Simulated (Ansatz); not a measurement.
`C1[SiH2][SiH2]1`. Charge 0, multiplicity 1. The geometry is a stationary point of PBE0-D4/def2-TZVP.

```xyz
9

C     0.903   -0.009    0.401
Si   -0.039   -0.044   -1.245
Si   -0.949    0.054    0.807
H     1.442   -0.912    0.682
H     1.488    0.882    0.617
H     0.028   -1.310   -2.012
H     0.092    1.159   -2.100
H    -1.450    1.325    1.380
H    -1.515   -1.145    1.469
```

Task: What is the dipole moment at PBE/def2-TZVPP? (An estimate is asked.)

Result: Computed: 0.52 D, with components (0.47, 0.00, 0.21) D in this frame, pointing from negative to positive charge.

Task: And with r2SCAN, B3LYP, ωB97M-V? (An estimate is asked.)

Result: The calculation gave: r2SCAN 0.51 D, B3LYP 0.39 D, ωB97M-V 0.35 D.

Task: Give the Mulliken charges with PBE, ωB97M-V, r2SCAN in def2-TZVPP. (Best estimate.)

Result: Computed: 
| atom | PBE | ωB97M-V | r2SCAN |
| --- | --- | --- | --- |
| C1 | -0.29 | -0.42 | -0.35 |
| Si2 | 0.13 | 0.11 | 0.20 |
| Si3 | 0.13 | 0.11 | 0.20 |
| H4 | 0.10 | 0.13 | 0.10 |
| H5 | 0.10 | 0.13 | 0.10 |
| H6 | -0.04 | -0.01 | -0.06 |
| H7 | -0.04 | -0.01 | -0.06 |
| H8 | -0.04 | -0.01 | -0.06 |
| H9 | -0.04 | -0.01 | -0.06 |

B3LYP here is the variant with VWN-RPA as its local correlation; programs differ in this.
